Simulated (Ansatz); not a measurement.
A basis-limit estimate, worked out

An elementary step of SiH$_{4}$S$_{2}$, closed shell (SiH₄S₂ ([SH][SiH2][SH]) → SiH₂S ([SiH2][S]) + H₂S (still joined by a long Si–S bond); bonds formed: S2–H4; bonds broken: S3–H4; bonds weakened to dative contacts: Si1–S2). “Start” is the structure reached by relaxing down from the saddle towards the reactants; PBE0-D4/def2-TZVP structures. The saddle:

Si1  (-0.518, -0.227, 0.685)
S2  (1.061, -0.427, -1.061)
S3  (-1.636, 1.153, -0.257)
H4  (-0.091, 0.424, -1.360)
H5  (-0.928, -1.652, 0.782)
H6  (0.350, 0.087, 1.852)
H7  (1.761, 0.641, -0.640)
(Å)

Computed with Ansatz 0.2.0 (basis: def2-TZVPP and def2-QZVPP); correlated methods freeze the cores.

Energies in eV:

| quantity | saddle | start |
| --- | --- | --- |
| Hartree–Fock, triple zeta (X = 3) | -29560.87253 | -29563.00904 |
| Hartree–Fock, quadruple zeta (X = 4) | -29561.73711 | -29563.87090 |
| MP2 correlation, X = 3 | -13.64298 | -13.13995 |
| MP2 correlation, X = 4 | -14.80332 | -14.27800 |
| CCSD(T) correlation, X = 3 | -15.62415 | -15.19377 |

**Question.** Work out the barrier at the basis limit: extrapolate Hartree–Fock as E(X) = E∞ + A exp(−7.88 √X) and the MP2 correlation as E(X) = E∞ + B X^−2.97 (the exponents that Neese and Valeev fitted for def2-TZVPP and QZVPP), then add CCSD(T) − MP2 in triple zeta.

**Answer.** Each step is linear, so take the differences first (saddle − start): Hartree–Fock 2.13651 (X = 3) and 2.13379 (X = 4); MP2 correlation -0.50303 and -0.52532; CCSD(T) correlation -0.43038.
Two points give E∞ = E(4) + w [E(4) − E(3)], with w = 1/(exp(7.88 (2 − √3)) − 1) = 0.1377 for Hartree–Fock and w = 1/((4/3)^2.97 − 1) = 0.7407 for the correlation.
Hartree–Fock: 2.13379 + 0.1377 × (-0.00272) = 2.1334 eV.
MP2 correlation: -0.52532 + 0.7407 × (-0.02229) = -0.5418 eV.
CCSD(T) − MP2: -0.43038 − (-0.50303) = 0.0726 eV.
Sum: 2.1334 + (-0.5418) + 0.0726 = 1.6642 eV, or 38.38 kcal/mol. Plain CCSD(T) in triple zeta gives 1.7061 eV, so the larger basis shifts the result by -0.0419 eV.

The T1 diagnostic stays at or below 0.015.

Labels in which every atom is bracketed show which atoms are joined, not bond orders.

For scale, one of the runs: CCSD(T)/def2-TZVPP, 182 basis functions, launched by `ansatz run in.yaml --threads 2 --pin off --events-out ev --progress --plain --max-ram 4352MiB`. The run took 28 s on 2 CPU threads of an Intel Xeon Platinum 8175M (shared host), with 1.6 GiB of host memory at its peak.
